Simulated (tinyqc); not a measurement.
Worked calculation (part 1 of 2): RHF in the sto-3g basis, for LiH, spin multiplicity 1. Computed by tinyqc, a small Python program that keeps every step (integrals from PySCF). Settings: charge = 0, multiplicity = 1, basis = sto-3g, energy threshold = 1e-10, iteration cap = 74, orthogonalisation = symmetric, start = core, DIIS depth = 0, method = RHF. Command: `OMP_NUM_THREADS=1 python tinyqc.py 30108 30109 out.jsonl` (the two numbers bound the seeds that draw the settings). One thread of a shared host (Intel(R) Xeon(R) Processor @ 2.60GHz), about 0.05 s of CPU time with the checks. Later iterations appear only in the table of the cycle.

## One-electron integrals

Geometry (angstrom):
```
atom         x         y         z
Li    0.000000  0.000000  0.000000
H     0.000000  0.000000  2.012000
```

Basis sto-3g: exponents (1/bohr^2) and contraction coefficients of normalised primitives:
```
element  l (shell)   exponent  coefficient
Li           s (1)  16.119575     0.154329
Li           s (1)   2.936201     0.535328
Li           s (1)   0.794651     0.444635
Li           s (2)   0.636290    -0.099967
Li           s (2)   0.147860     0.399513
Li           s (2)   0.048089     0.700115
Li           p (3)   0.636290     0.155916
Li           p (3)   0.147860     0.607684
Li           p (3)   0.048089     0.391957
H            s (1)   3.425251     0.154329
H            s (1)   0.623914     0.535328
H            s (1)   0.168855     0.444635
```

Overlap, kinetic and nuclear-attraction integrals over the contracted functions; the nuclear repulsion is the sum of Za Zb / Rab.

nuclear repulsion = 0.78903163 hartree

overlap S:
```
           1Li 1s    1Li 2s   1Li 2px   1Li 2py   1Li 2pz     2H 1s
1Li 1s   1.000000  0.241137  0.000000  0.000000  0.000000  0.026919
1Li 2s   0.241137  1.000000  0.000000  0.000000  0.000000  0.295972
1Li 2px  0.000000  0.000000  1.000000  0.000000  0.000000  0.000000
1Li 2py  0.000000  0.000000  0.000000  1.000000  0.000000  0.000000
1Li 2pz  0.000000  0.000000  0.000000  0.000000  1.000000  0.418734
2H 1s    0.026919  0.295972  0.000000  0.000000  0.418734  1.000000
```

kinetic energy T (hartree):
```
            1Li 1s     1Li 2s   1Li 2px   1Li 2py   1Li 2pz      2H 1s
1Li 1s    3.576786  -0.020237  0.000000  0.000000  0.000000  -0.009031
1Li 2s   -0.020237   0.102163  0.000000  0.000000  0.000000   0.018992
1Li 2px   0.000000   0.000000  0.319682  0.000000  0.000000   0.000000
1Li 2py   0.000000   0.000000  0.000000  0.319682  0.000000   0.000000
1Li 2pz   0.000000   0.000000  0.000000  0.000000  0.319682   0.071378
2H 1s    -0.009031   0.018992  0.000000  0.000000  0.071378   0.760032
```

nuclear attraction V (hartree):
```
            1Li 1s     1Li 2s    1Li 2px    1Li 2py    1Li 2pz      2H 1s
1Li 1s   -8.245892  -1.027765   0.000000   0.000000  -0.010185  -0.111385
1Li 2s   -1.027765  -1.455456   0.000000   0.000000  -0.098288  -0.487859
1Li 2px   0.000000   0.000000  -1.420405   0.000000   0.000000   0.000000
1Li 2py   0.000000   0.000000   0.000000  -1.420405   0.000000   0.000000
1Li 2pz  -0.010185  -0.098288   0.000000   0.000000  -1.496798  -0.697959
2H 1s    -0.111385  -0.487859   0.000000   0.000000  -0.697959  -2.015367
```

core Hamiltonian H = T + V (hartree):
```
            1Li 1s     1Li 2s    1Li 2px    1Li 2py    1Li 2pz      2H 1s
1Li 1s   -4.669105  -1.048002   0.000000   0.000000  -0.010185  -0.120416
1Li 2s   -1.048002  -1.353293   0.000000   0.000000  -0.098288  -0.468867
1Li 2px   0.000000   0.000000  -1.100723   0.000000   0.000000   0.000000
1Li 2py   0.000000   0.000000   0.000000  -1.100723   0.000000   0.000000
1Li 2pz  -0.010185  -0.098288   0.000000   0.000000  -1.177116  -0.626581
2H 1s    -0.120416  -0.468867   0.000000   0.000000  -0.626581  -1.255335
```

## Two-electron integrals

Functions are numbered as in S; the eight-fold symmetry (ij|kl) = (ji|kl) = (kl|ij) leaves the list below.

Two-electron integrals (ij|kl) in chemists' order, unique and non-zero (hartree):
```
(11|11) 1.680395   (21|11) 0.265420   (21|21) 0.049941   (22|11) 0.397727
(22|21) 0.092860   (22|22) 0.290562   (31|31) 0.008981   (32|31) 0.013788
(32|32) 0.064184   (33|11) 0.396640   (33|21) 0.092880   (33|22) 0.290497
(33|33) 0.312946   (41|41) 0.008981   (42|41) 0.013788   (42|42) 0.064184
(43|43) 0.016869   (44|11) 0.396640   (44|21) 0.092880   (44|22) 0.290497
(44|33) 0.279207   (44|44) 0.312946   (51|51) 0.008981   (52|51) 0.013788
(52|52) 0.064184   (53|53) 0.016869   (54|54) 0.016869   (55|11) 0.396640
(55|21) 0.092880   (55|22) 0.290497   (55|33) 0.279207   (55|44) 0.279207
(55|55) 0.312946   (61|11) 0.028409   (61|21) 0.005391   (61|22) 0.010281
(61|33) 0.010160   (61|44) 0.010160   (61|51) 0.000677   (61|52) 0.001320
(61|55) 0.010528   (61|61) 0.000642   (62|11) 0.095506   (62|21) 0.022705
(62|22) 0.079015   (62|33) 0.074533   (62|44) 0.074533   (62|51) 0.003566
(62|52) 0.024620   (62|55) 0.087906   (62|61) 0.002965   (62|62) 0.040252
(63|31) 0.001484   (63|32) 0.007691   (63|53) 0.003441   (63|63) 0.002330
(64|41) 0.001484   (64|42) 0.007691   (64|54) 0.003441   (64|64) 0.002330
(65|11) 0.127381   (65|21) 0.030508   (65|22) 0.109399   (65|33) 0.101866
(65|44) 0.101866   (65|51) 0.005488   (65|52) 0.037927   (65|55) 0.124361
(65|61) 0.004088   (65|62) 0.060124   (65|65) 0.090523   (66|11) 0.262859
(66|21) 0.063325   (66|22) 0.243544   (66|33) 0.222561   (66|44) 0.222561
(66|51) 0.010055   (66|52) 0.089919   (66|55) 0.285404   (66|61) 0.008422
(66|62) 0.160835   (66|65) 0.247590   (66|66) 0.774606
```

## Orthogonalisation

S = U s U^T; symmetric (Loewdin) form X = U s^(-1/2) U^T, so that X^T S X = 1.

eigenvalues of S: 0.472912  0.803332  1.000000  1.000000  1.181314  1.542442

X:
```
            1Li 1s     1Li 2s   1Li 2px   1Li 2py    1Li 2pz      2H 1s
1Li 1s    1.023446  -0.130207  0.000000  0.000000  -0.006926   0.017991
1Li 2s   -0.130207   1.065960  0.000000  0.000000   0.059518  -0.183030
1Li 2px   0.000000   0.000000  1.000000  0.000000   0.000000   0.000000
1Li 2py   0.000000   0.000000  0.000000  1.000000   0.000000   0.000000
1Li 2pz  -0.006926   0.059518  0.000000  0.000000   1.082041  -0.253305
2H 1s     0.017991  -0.183030  0.000000  0.000000  -0.253305   1.123665
```

## Starting guess

The start is the orbitals of the core Hamiltonian; D = 2 C_occ C_occ^T.

D at the start:
```
            1Li 1s     1Li 2s   1Li 2px   1Li 2py    1Li 2pz      2H 1s
1Li 1s    2.048436  -0.153614  0.000000  0.000000  -0.099717  -0.109439
1Li 2s   -0.153614   0.413486  0.000000  0.000000   0.401271   0.477908
1Li 2px   0.000000   0.000000  0.000000  0.000000   0.000000   0.000000
1Li 2py   0.000000   0.000000  0.000000  0.000000   0.000000   0.000000
1Li 2pz  -0.099717   0.401271  0.000000  0.000000   0.390641   0.465478
2H 1s    -0.109439   0.477908  0.000000  0.000000   0.465478   0.554696
```

## Iteration 1: building the Fock matrix

J_ij = sum D_kl (ij|kl), K_ij = sum D_kl (ik|jl); F = H + J - 0.5 K; E = tr D H + tr D J / 2 - 0.25 tr D K + E_nn.

Coulomb J (hartree):
```
           1Li 1s    1Li 2s   1Li 2px   1Li 2py   1Li 2pz     2H 1s
1Li 1s   4.029495  0.687082  0.000000  0.000000  0.023221  0.076995
1Li 2s   0.687082  1.330024  0.000000  0.000000  0.157190  0.457732
1Li 2px  0.000000  0.000000  1.300444  0.000000  0.000000  0.000000
1Li 2py  0.000000  0.000000  0.000000  1.300444  0.000000  0.000000
1Li 2pz  0.023221  0.157190  0.000000  0.000000  1.382126  0.652900
2H 1s    0.076995  0.457732  0.000000  0.000000  0.652900  1.613396
```

exchange K (hartree):
```
           1Li 1s    1Li 2s   1Li 2px   1Li 2py   1Li 2pz     2H 1s
1Li 1s   3.384717  0.527352  0.000000  0.000000  0.013275  0.069228
1Li 2s   0.527352  0.334790  0.000000  0.000000  0.283929  0.391498
1Li 2px  0.000000  0.000000  0.058812  0.000000  0.000000  0.000000
1Li 2py  0.000000  0.000000  0.000000  0.058812  0.000000  0.000000
1Li 2pz  0.013275  0.283929  0.000000  0.000000  0.363988  0.490774
2H 1s    0.069228  0.391498  0.000000  0.000000  0.490774  0.911899
```

Fock matrix F (hartree):
```
            1Li 1s     1Li 2s   1Li 2px   1Li 2py    1Li 2pz      2H 1s
1Li 1s   -2.331969  -0.624596  0.000000  0.000000   0.006399  -0.078034
1Li 2s   -0.624596  -0.190664  0.000000  0.000000  -0.083063  -0.206885
1Li 2px   0.000000   0.000000  0.170314  0.000000   0.000000   0.000000
1Li 2py   0.000000   0.000000  0.000000  0.170314   0.000000   0.000000
1Li 2pz   0.006399  -0.083063  0.000000  0.000000   0.023015  -0.219068
2H 1s    -0.078034  -0.206885  0.000000  0.000000  -0.219068  -0.097888
```

total energy of this density = -7.81184801 hartree

## Iteration 1: diagonalisation and new density

Diagonalise F' = X^T F X, C = X C', fill 2 alpha and 2 beta electrons from the bottom; D = 2 C_occ C_occ^T. Each column has its largest component positive (the first on a tie).

F' = X^T F X (hartree):
```
           1          2         3         4          5          6
1  -2.281488  -0.347418  0.000000  0.000000   0.007040   0.008427
2  -0.347418  -0.014856  0.000000  0.000000  -0.002677  -0.208732
3   0.000000   0.000000  0.170314  0.000000   0.000000   0.000000
4   0.000000   0.000000  0.000000  0.170314   0.000000   0.000000
5   0.007040  -0.002677  0.000000  0.000000   0.135650  -0.262576
6   0.008427  -0.208732  0.000000  0.000000  -0.262576   0.073741
```

orbital energies (hartree): MO1 -2.333764, MO2 -0.254374, MO3 0.078575, MO4 0.170314, MO5 0.170314, MO6 0.422610

coefficients C:
```
               MO1        MO2        MO3        MO4       MO5        MO6
1Li 1s    0.992761  -0.140291  -0.216683   0.000000  0.000000   0.112074
1Li 2s    0.028255   0.448193   0.824500   0.000000  0.000000  -0.555690
1Li 2px   0.000000   0.000000   0.000000   0.730781  0.682612   0.000000
1Li 2py   0.000000   0.000000   0.000000  -0.682612  0.730781   0.000000
1Li 2pz  -0.002139   0.373480  -0.579416   0.000000  0.000000  -0.873700
2H 1s     0.001365   0.581715  -0.149540   0.000000  0.000000   0.999927
```

D after iteration 1:
```
            1Li 1s     1Li 2s   1Li 2px   1Li 2py    1Li 2pz      2H 1s
1Li 1s    2.010511  -0.069653  0.000000  0.000000  -0.109038  -0.160509
1Li 2s   -0.069653   0.403350  0.000000  0.000000   0.334661   0.521518
1Li 2px   0.000000   0.000000  0.000000  0.000000   0.000000   0.000000
1Li 2py   0.000000   0.000000  0.000000  0.000000   0.000000   0.000000
1Li 2pz  -0.109038   0.334661  0.000000  0.000000   0.278984   0.434513
2H 1s    -0.160509   0.521518  0.000000  0.000000   0.434513   0.676789
```

Within a degenerate level the vectors are fixed only up to a rotation; this is one choice.

## Iteration 2: building the Fock matrix

As before.

Coulomb J (hartree):
```
           1Li 1s    1Li 2s   1Li 2px   1Li 2py   1Li 2pz     2H 1s
1Li 1s   3.991649  0.681362  0.000000  0.000000  0.022347  0.076323
1Li 2s   0.681362  1.323953  0.000000  0.000000  0.159025  0.463081
1Li 2px  0.000000  0.000000  1.293205  0.000000  0.000000  0.000000
1Li 2py  0.000000  0.000000  0.000000  1.293205  0.000000  0.000000
1Li 2pz  0.022347  0.159025  0.000000  0.000000  1.378529  0.662492
2H 1s    0.076323  0.463081  0.000000  0.000000  0.662492  1.659967
```

exchange K (hartree):
```
            1Li 1s    1Li 2s   1Li 2px   1Li 2py    1Li 2pz     2H 1s
1Li 1s    3.361654  0.548888  0.000000  0.000000  -0.002760  0.062340
1Li 2s    0.548888  0.346340  0.000000  0.000000   0.266859  0.403786
1Li 2px   0.000000  0.000000  0.058843  0.000000   0.000000  0.000000
1Li 2py   0.000000  0.000000  0.000000  0.058843   0.000000  0.000000
1Li 2pz  -0.002760  0.266859  0.000000  0.000000   0.336467  0.492902
2H 1s     0.062340  0.403786  0.000000  0.000000   0.492902  0.986180
```

Fock matrix F (hartree):
```
            1Li 1s     1Li 2s   1Li 2px   1Li 2py    1Li 2pz      2H 1s
1Li 1s   -2.358283  -0.641084  0.000000  0.000000   0.013542  -0.075263
1Li 2s   -0.641084  -0.202509  0.000000  0.000000  -0.072693  -0.207679
1Li 2px   0.000000   0.000000  0.163060  0.000000   0.000000   0.000000
1Li 2py   0.000000   0.000000  0.000000  0.163060   0.000000   0.000000
1Li 2pz   0.013542  -0.072693  0.000000  0.000000   0.033179  -0.210540
2H 1s    -0.075263  -0.207679  0.000000  0.000000  -0.210540  -0.088458
```

total energy of this density = -7.82845526 hartree

## Iteration 2: diagonalisation and new density

As before.

F' = X^T F X (hartree):
```
           1          2         3         4          5          6
1  -2.304832  -0.360825  0.000000  0.000000   0.012060   0.012701
2  -0.360825  -0.022371  0.000000  0.000000   0.007377  -0.212258
3   0.000000   0.000000  0.163060  0.000000   0.000000   0.000000
4   0.000000   0.000000  0.000000  0.163060   0.000000   0.000000
5   0.012060   0.007377  0.000000  0.000000   0.144712  -0.259219
6   0.012701  -0.212258  0.000000  0.000000  -0.259219   0.082484
```

orbital energies (hartree): MO1 -2.360725, MO2 -0.245251, MO3 0.072804, MO4 0.163060, MO5 0.163060, MO6 0.433165

coefficients C:
```
               MO1        MO2        MO3        MO4       MO5        MO6
1Li 1s    0.991547  -0.145171  -0.217532   0.000000  0.000000   0.114919
1Li 2s    0.032960   0.466661   0.809324   0.000000  0.000000  -0.562498
1Li 2px   0.000000   0.000000   0.000000   0.915962  0.401265   0.000000
1Li 2py   0.000000   0.000000   0.000000  -0.401265  0.915962   0.000000
1Li 2pz  -0.004450   0.354438  -0.593841   0.000000  0.000000  -0.871937
2H 1s    -0.000487   0.582288  -0.158682   0.000000  0.000000   0.998183
```

D after iteration 2:
```
            1Li 1s     1Li 2s   1Li 2px   1Li 2py    1Li 2pz      2H 1s
1Li 1s    2.008481  -0.070128  0.000000  0.000000  -0.111732  -0.170030
1Li 2s   -0.070128   0.437717  0.000000  0.000000   0.330511   0.543430
1Li 2px   0.000000   0.000000  0.000000  0.000000   0.000000   0.000000
1Li 2py   0.000000   0.000000  0.000000  0.000000   0.000000   0.000000
1Li 2pz  -0.111732   0.330511  0.000000  0.000000   0.251292   0.412774
2H 1s    -0.170030   0.543430  0.000000  0.000000   0.412774   0.678120
```

Within a degenerate level the vectors are fixed only up to a rotation; this is one choice.

## Iteration 3: building the Fock matrix

As before.

Coulomb J (hartree):
```
           1Li 1s    1Li 2s   1Li 2px   1Li 2py   1Li 2pz     2H 1s
1Li 1s   3.989128  0.681045  0.000000  0.000000  0.022102  0.076259
1Li 2s   0.681045  1.323834  0.000000  0.000000  0.157942  0.462231
1Li 2px  0.000000  0.000000  1.293504  0.000000  0.000000  0.000000
1Li 2py  0.000000  0.000000  0.000000  1.293504  0.000000  0.000000
1Li 2pz  0.022102  0.157942  0.000000  0.000000  1.377578  0.661127
2H 1s    0.076259  0.462231  0.000000  0.000000  0.661127  1.656194
```

exchange K (hartree):
```
            1Li 1s    1Li 2s   1Li 2px   1Li 2py    1Li 2pz     2H 1s
1Li 1s    3.359125  0.550606  0.000000  0.000000  -0.005160  0.061023
1Li 2s    0.550606  0.356373  0.000000  0.000000   0.265056  0.407322
1Li 2px   0.000000  0.000000  0.060713  0.000000   0.000000  0.000000
1Li 2py   0.000000  0.000000  0.000000  0.060713   0.000000  0.000000
1Li 2pz  -0.005160  0.265056  0.000000  0.000000   0.326247  0.485046
2H 1s     0.061023  0.407322  0.000000  0.000000   0.485046  0.981686
```

Fock matrix F (hartree):
```
            1Li 1s     1Li 2s   1Li 2px   1Li 2py    1Li 2pz      2H 1s
1Li 1s   -2.359540  -0.642260  0.000000  0.000000   0.014497  -0.074669
1Li 2s   -0.642260  -0.207645  0.000000  0.000000  -0.072874  -0.210297
1Li 2px   0.000000   0.000000  0.162424  0.000000   0.000000   0.000000
1Li 2py   0.000000   0.000000  0.000000  0.162424   0.000000   0.000000
1Li 2pz   0.014497  -0.072874  0.000000  0.000000   0.037338  -0.207977
2H 1s    -0.074669  -0.210297  0.000000  0.000000  -0.207977  -0.089984
```

total energy of this density = -7.82930601 hartree

## Iteration 3: diagonalisation and new density

As before.

F' = X^T F X (hartree):
```
           1          2         3         4          5          6
1  -2.305904  -0.361401  0.000000  0.000000   0.012906   0.013544
2  -0.361401  -0.026981  0.000000  0.000000   0.007130  -0.213992
3   0.000000   0.000000  0.162424  0.000000   0.000000   0.000000
4   0.000000   0.000000  0.000000  0.162424   0.000000   0.000000
5   0.012906   0.007130  0.000000  0.000000   0.148105  -0.256835
6   0.013544  -0.213992  0.000000  0.000000  -0.256835   0.080276
```

orbital energies (hartree): MO1 -2.362054, MO2 -0.246924, MO3 0.072904, MO4 0.162424, MO5 0.162424, MO6 0.431570

coefficients C:
```
               MO1        MO2        MO3        MO4       MO5        MO6
1Li 1s    0.991420  -0.147946  -0.216353   0.000000  0.000000   0.114704
1Li 2s    0.033453   0.476975   0.804205   0.000000  0.000000  -0.561157
1Li 2px   0.000000   0.000000   0.000000   0.975056  0.221958   0.000000
1Li 2py   0.000000   0.000000   0.000000  -0.221958  0.975056   0.000000
1Li 2pz  -0.004736   0.343994  -0.596264   0.000000  0.000000  -0.874461
2H 1s    -0.000732   0.582133  -0.169956   0.000000  0.000000   0.996416
```

D after iteration 3:
```
            1Li 1s     1Li 2s   1Li 2px   1Li 2py    1Li 2pz      2H 1s
1Li 1s    2.009603  -0.074801  0.000000  0.000000  -0.111175  -0.173700
1Li 2s   -0.074801   0.457249  0.000000  0.000000   0.327837   0.555277
1Li 2px   0.000000   0.000000  0.000000  0.000000   0.000000   0.000000
1Li 2py   0.000000   0.000000  0.000000  0.000000   0.000000   0.000000
1Li 2pz  -0.111175   0.327837  0.000000  0.000000   0.236709   0.400508
2H 1s    -0.173700   0.555277  0.000000  0.000000   0.400508   0.677759
```

Within a degenerate level the vectors are fixed only up to a rotation; this is one choice.

## Iteration 16 (converged): orbitals

converged F (hartree):
```
            1Li 1s     1Li 2s   1Li 2px   1Li 2py    1Li 2pz      2H 1s
1Li 1s   -2.359104  -0.641774  0.000000  0.000000   0.014402  -0.074244
1Li 2s   -0.641774  -0.212873  0.000000  0.000000  -0.073265  -0.213350
1Li 2px   0.000000   0.000000  0.161998  0.000000   0.000000   0.000000
1Li 2py   0.000000   0.000000  0.000000  0.161998   0.000000   0.000000
1Li 2pz   0.014402  -0.073265  0.000000  0.000000   0.042570  -0.204870
2H 1s    -0.074244  -0.213350  0.000000  0.000000  -0.204870  -0.092246
```

As before.

F' = X^T F X (hartree):
```
           1          2         3         4          5          6
1  -2.305636  -0.360395  0.000000  0.000000   0.012747   0.014217
2  -0.360395  -0.032011  0.000000  0.000000   0.006795  -0.215929
3   0.000000   0.000000  0.161998  0.000000   0.000000   0.000000
4   0.000000   0.000000  0.000000  0.161998   0.000000   0.000000
5   0.012747   0.006795  0.000000  0.000000   0.152409  -0.253860
6   0.014217  -0.215929  0.000000  0.000000  -0.253860   0.077046
```

orbital energies (hartree): MO1 -2.361598, MO2 -0.249061, MO3 0.073100, MO4 0.161998, MO5 0.161998, MO6 0.429367

coefficients C:
```
               MO1        MO2        MO3        MO4       MO5        MO6
1Li 1s    0.991439  -0.151098  -0.214245   0.000000  0.000000   0.114390
1Li 2s    0.033405   0.488651   0.798438   0.000000  0.000000  -0.559347
1Li 2px   0.000000   0.000000   0.000000   0.983693  0.179857   0.000000
1Li 2py   0.000000   0.000000   0.000000  -0.179857  0.983693   0.000000
1Li 2pz  -0.004633   0.331082  -0.598255   0.000000  0.000000  -0.878078
2H 1s    -0.000886   0.582392  -0.183958   0.000000  0.000000   0.993775
```

D after iteration 16:
```
            1Li 1s     1Li 2s   1Li 2px   1Li 2py    1Li 2pz      2H 1s
1Li 1s    2.011562  -0.081430  0.000000  0.000000  -0.109237  -0.177752
1Li 2s   -0.081430   0.479791  0.000000  0.000000   0.323258   0.569114
1Li 2px   0.000000   0.000000  0.000000  0.000000   0.000000   0.000000
1Li 2py   0.000000   0.000000  0.000000  0.000000   0.000000   0.000000
1Li 2pz  -0.109237   0.323258  0.000000  0.000000   0.219273   0.385647
2H 1s    -0.177752   0.569114  0.000000  0.000000   0.385647   0.678363
```

Within a degenerate level the vectors are fixed only up to a rotation; this is one choice.
